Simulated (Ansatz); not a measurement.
**Nickel, fcc: revPBE0 at the revPBE geometry**

How do the levels and moments change when part of the exchange is made exact, and what does it cost? The geometry was relaxed under revPBE beforehand and is kept. Exact exchange is dear, so the k-mesh is coarse, and revPBE is run on the same mesh for comparison.

Computed with Ansatz 0.2.0 (DFT, plane waves (420 eV) with PBE-made PAW files, scalar-relativistic; functionals as named at each step, unless a step says otherwise).

### Step 1. The structure to begin with

It takes space group Fm-3m (No. 225, cubic). The conventional cell has a = 3.544 Å, b = 3.544 Å, c = 3.544 Å, α = 90.00°, β = 90.00°, γ = 90.00°. Around Ni (site symmetry m-3m) lie 12 Ni at 2.51 Å.

As a file:

```cif
data_structure
_symmetry_space_group_name_H-M 'P 1'
_symmetry_Int_Tables_number 1
_cell_length_a 2.5058
_cell_length_b 2.5058
_cell_length_c 2.5058
_cell_angle_alpha 60.000
_cell_angle_beta 60.000
_cell_angle_gamma 60.000
_cell_volume 11.12
loop_
_atom_site_label
_atom_site_type_symbol
_atom_site_fract_x
_atom_site_fract_y
_atom_site_fract_z
_atom_site_occupancy
Ni1 Ni 0.00000 0.00000 0.00000 1
```

The atoms start with moments of +0.69 μB.

### Step 2. revPBE on the coarse mesh

The run with revPBE.

input.yaml

```yaml
crystal:
  lattice:
    - [0.0, 1.7718334122, 1.7718334122]
    - [1.7718334122, 0.0, 1.7718334122]
    - [1.7718334122, 1.7718334122, 0.0]
  atoms:
    - { symbol: Ni, position: [0.0, 0.0, 0.0], spin: 0.685 }
hamiltonian:
  xc: revpbe
  pseudopotentials:
    kind: paw
    azcp:
      Ni: "pseudopotentials/Ni.paw.azcp"
basis:
  ecutwfc: 420
  fft_grid_basis: typed
kpoints:
  mp_grid: { grid: [8, 8, 8], shift: [0, 0, 0] }
magnetization:
  spin_polarized: true
scf:
  occupations: { method: fermi_dirac, width: 0.1 }
```

### Step 3. revPBE0 on the coarse mesh

The run with revPBE0.

Edit input.yaml of step 2 so:

```diff
@@ -8,3 +8,3 @@
 hamiltonian:
-  xc: revpbe
+  xc: revpbe0
   pseudopotentials:
```

(Steps that only read results are left out.)

Q: Predict the outcome of this session. Wanted: revPBE: gap; revPBE: magnetic state; revPBE0: gap; revPBE0: magnetic state.

The runs gave:

| quantity | value |
| --- | --- |
| revPBE: gap | none (levels filled in part) |
| revPBE: magnetic state | ferromagnetic, up to 0.74 μB per atom |
| revPBE0: gap | none (levels filled in part) |
| revPBE0: magnetic state | ferromagnetic, up to 0.86 μB per atom |
| revPBE0: SCF cycles, exchange loops | 91, 9 |
| revPBE0: CPU time over that of revPBE | 31 |

**Reading.** Both revPBE and revPBE0 leave levels filled in part. Moments change from 0.74 μB to 0.86 μB at most; exact exchange favours larger moments in itinerant magnets. revPBE0 cost 31 times the CPU time of revPBE. revPBE0 needed 9 outer loops of the exchange operator. Absolute energies differ from functional to functional, by eV per atom at times, and say nothing by themselves.
